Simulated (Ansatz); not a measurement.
**Molecular dynamics of C$_{2}$H$_{4}$N, charge -1**

input.yaml

```yaml
crystal:
  periodic: [false, false, false]
  atoms:
    - { symbol: C, position_ang: [-0.681266, 0.361001, -0.333954] }
    - { symbol: C, position_ang: [0.088553, -0.659825, 0.552366] }
    - { symbol: "N", position_ang: [1.3934, -0.424579, 0.42251] }
    - { symbol: H, position_ang: [-1.378365, 0.944798, 0.293308] }
    - { symbol: H, position_ang: [-0.02424, 1.068443, -0.888231] }
    - { symbol: H, position_ang: [-1.310054, -0.181023, -1.062696] }
    - { symbol: H, position_ang: [1.911972, -1.108804, 1.016687] }
total_charge: -1
basis:
  gaussian: { orbitals: "6-31G" }
hamiltonian:
  xc: pbe0
md:
  timestep: 0.5
  n_steps: 166
  ensemble: nvt_langevin
  temperature: 500.0
  initial_velocities: maxwell_boltzmann
  seed: 474223
  friction: 0.01
  masses: [{ species: H, mass: 3.016 }]
```

Command:

```bash
$ ansatz run input.yaml --threads 1 --pin off --max-ram 2048MiB --backend cpu --events-out ev --progress --plain --runs-dir out
```

It starts from a relaxed structure.

Output, in part (one step line in 6, the closing report, with atoms numbered from 0):

```
md step     0: t =     0.00 fs  T =   428.6 K  F+E_penalty+E_count = -3620.66865080 eV  E_kin = 0.387780 eV  (22 SCF iters)
md step     6: t =     3.00 fs  T =   346.2 K  F+E_penalty+E_count = -3620.54374673 eV  E_kin = 0.313260 eV  (26 SCF iters)
md step    12: t =     6.00 fs  T =   177.5 K  F+E_penalty+E_count = -3620.42303030 eV  E_kin = 0.160611 eV  (26 SCF iters)
md step    18: t =     9.00 fs  T =   185.6 K  F+E_penalty+E_count = -3620.41711728 eV  E_kin = 0.167899 eV  (26 SCF iters)
md step    24: t =    12.00 fs  T =   182.7 K  F+E_penalty+E_count = -3620.38087752 eV  E_kin = 0.165325 eV  (25 SCF iters)
md step    30: t =    15.00 fs  T =   204.0 K  F+E_penalty+E_count = -3620.43389233 eV  E_kin = 0.184572 eV  (25 SCF iters)
md step    36: t =    18.00 fs  T =   369.0 K  F+E_penalty+E_count = -3620.57414291 eV  E_kin = 0.333868 eV  (23 SCF iters)
md step    42: t =    21.00 fs  T =   318.5 K  F+E_penalty+E_count = -3620.52499184 eV  E_kin = 0.288172 eV  (25 SCF iters)
md step    48: t =    24.00 fs  T =   280.0 K  F+E_penalty+E_count = -3620.49349388 eV  E_kin = 0.253347 eV  (25 SCF iters)
md step    54: t =    27.00 fs  T =   263.0 K  F+E_penalty+E_count = -3620.45073682 eV  E_kin = 0.237967 eV  (25 SCF iters)
md step    60: t =    30.00 fs  T =   219.4 K  F+E_penalty+E_count = -3620.40448467 eV  E_kin = 0.198491 eV  (25 SCF iters)
md step    66: t =    33.00 fs  T =   264.2 K  F+E_penalty+E_count = -3620.41951329 eV  E_kin = 0.239088 eV  (25 SCF iters)
md step    72: t =    36.00 fs  T =   317.8 K  F+E_penalty+E_count = -3620.44590148 eV  E_kin = 0.287549 eV  (25 SCF iters)
md step    78: t =    39.00 fs  T =   323.5 K  F+E_penalty+E_count = -3620.40320744 eV  E_kin = 0.292715 eV  (25 SCF iters)
md step    84: t =    42.00 fs  T =   409.9 K  F+E_penalty+E_count = -3620.41283362 eV  E_kin = 0.370864 eV  (25 SCF iters)
md step    90: t =    45.00 fs  T =   464.7 K  F+E_penalty+E_count = -3620.43857476 eV  E_kin = 0.420442 eV  (24 SCF iters)
md step    96: t =    48.00 fs  T =   365.4 K  F+E_penalty+E_count = -3620.37095309 eV  E_kin = 0.330590 eV  (25 SCF iters)
md step   102: t =    51.00 fs  T =   328.9 K  F+E_penalty+E_count = -3620.40255208 eV  E_kin = 0.297640 eV  (25 SCF iters)
md step   108: t =    54.00 fs  T =   310.3 K  F+E_penalty+E_count = -3620.44693252 eV  E_kin = 0.280806 eV  (25 SCF iters)
md step   114: t =    57.00 fs  T =   309.1 K  F+E_penalty+E_count = -3620.42577105 eV  E_kin = 0.279710 eV  (25 SCF iters)
md step   120: t =    60.00 fs  T =   354.8 K  F+E_penalty+E_count = -3620.44724324 eV  E_kin = 0.321013 eV  (25 SCF iters)
md step   126: t =    63.00 fs  T =   359.9 K  F+E_penalty+E_count = -3620.43732219 eV  E_kin = 0.325609 eV  (25 SCF iters)
md step   132: t =    66.00 fs  T =   306.1 K  F+E_penalty+E_count = -3620.41896757 eV  E_kin = 0.276929 eV  (24 SCF iters)
md step   138: t =    69.00 fs  T =   320.1 K  F+E_penalty+E_count = -3620.42222561 eV  E_kin = 0.289665 eV  (25 SCF iters)
md step   144: t =    72.00 fs  T =   411.6 K  F+E_penalty+E_count = -3620.44274091 eV  E_kin = 0.372405 eV  (25 SCF iters)
md step   150: t =    75.00 fs  T =   438.8 K  F+E_penalty+E_count = -3620.45403009 eV  E_kin = 0.397064 eV  (23 SCF iters)
md step   156: t =    78.00 fs  T =   484.5 K  F+E_penalty+E_count = -3620.48209295 eV  E_kin = 0.438428 eV  (25 SCF iters)
md step   162: t =    81.00 fs  T =   400.1 K  F+E_penalty+E_count = -3620.46913384 eV  E_kin = 0.362062 eV  (24 SCF iters)
md step   166: t =    83.00 fs  T =   346.6 K  F+E_penalty+E_count = -3620.43696159 eV  E_kin = 0.313651 eV  (23 SCF iters)
Total energy: -3620.43697775 eV, -133.0486049119 hartree
Atom 0 at    -0.657564     0.370032    -0.264917 Å, force     0.105006     1.284926     0.149525 eV/Å
Atom 1 at     0.110269    -0.524388     0.731023 Å, force     0.646307     0.104416    -1.609738 eV/Å
Atom 2 at     1.278134    -0.832409     0.100123 Å, force    -0.739061    -0.370681     2.162892 eV/Å
Atom 3 at    -1.101327     1.188131     0.344619 Å, force    -0.141445    -0.034126    -0.462280 eV/Å
Atom 4 at    -0.034006     0.825628    -1.094264 Å, force    -0.183902    -0.298966     0.551483 eV/Å
Atom 5 at    -1.462836    -0.160244    -0.761562 Å, force    -0.649206    -0.372474    -0.072329 eV/Å
Atom 6 at     1.684744    -1.393882     0.888492 Å, force     0.962301    -0.313096    -0.719555 eV/Å
Dipole moment:    -0.241582     0.204188    -0.185837 e Å
```

All steps were run. The mean temperature of the second half is 25 % below the set value. A run of 0.083 ps of so small a system gives no equilibrium averages. Limits of this set-up: no polarisation functions, an anion without diffuse functions, the dipole of an ion depends on the origin.

The same pairs are bonded in the first frame and the last. Pairs count as bonded within 1.25 times the sum of covalent radii (0.12 Å more for H–H).

Last frame:

```xyz
7
Properties=species:S:1:pos:R:3
C -0.658 0.370 -0.265
C 0.110 -0.524 0.731
N 1.278 -0.832 0.100
H -1.101 1.188 0.345
H -0.034 0.826 -1.094
H -1.463 -0.160 -0.762
H 1.685 -1.394 0.888
```

The run took 2.4 min on 1 thread of Arm Neoverse V2 (shared host), peak memory 0.18 GiB.
